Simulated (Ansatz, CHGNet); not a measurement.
2H WSe2: properties by level of theory

Reference values: lattice constant a 3.282 Å (measured, 300 K, no zero-point or thermal correction; as tabulated in arXiv:1605.07067); lattice parameter c 12.96 Å (measured, 300 K, not corrected to a static lattice; as tabulated in arXiv:1605.07067).

```csv
level (code),lattice constant a (Å),c axis length (Å)
CHGNet 0.3.0,3.321,18.012
PBE+SOC (Ansatz),3.320,15.092
PBEsol (Ansatz),___,13.225
rVV10 (Ansatz),___,13.181
r²SCAN+rVV10 (Ansatz),3.300,___
```

Task: Fill in the missing entries.

Result: 
- PBEsol (Ansatz, an electronic-structure program), lattice constant a (Å): 3.271
- rVV10 (Ansatz), lattice constant a (Å): 3.352
- r²SCAN+rVV10 (Ansatz), c axis length (Å): 13.148

Differences from the reference values (errors of the level alone only where the reference is corrected to a static lattice):

| level | lattice constant a (%) | lattice parameter c (%) |
|---|---|---|
| CHGNet 0.3.0 | +1.19 | +39 |
| PBE+SOC | +1.16 | +16.5 |
| PBEsol | -0.34 | +2.04 |
| rVV10 | +2.13 | +1.71 |
| r²SCAN+rVV10 | +0.55 | +1.45 |

Nearest: lattice constant a, not ranked (reference at room or unstated temperature); lattice parameter c, not ranked (reference at room or unstated temperature). Empirical potentials aren't ranked on values they can be fitted to.

Machine-learned potentials (CHGNet 0.3.0) are trained on DFT data: a solid inside that data is no test of them.

Caveats: for a layered or molecular solid the relaxed cell lies over 5 % above the published volume, where the minimum can be shallow (PBE+SOC); the cell comes from a level without a dispersion term, which matters for the spacing of layers, chains or molecules (PBE+SOC, PBEsol); the cell has another shape than the first-principles one, perhaps another minimum in the same group (CHGNet 0.3.0); the cell moved over 20 % in volume from its start (CHGNet 0.3.0). Ansatz's density-functional and Hartree–Fock values are scalar-relativistic unless marked +SOC, with PAW data made under PBE.

The crystal itself was run without spin with PBEsol; a magnetic state was not tried in these runs.

Differences are worked out from the printed values.

Computed values are for the static lattice.
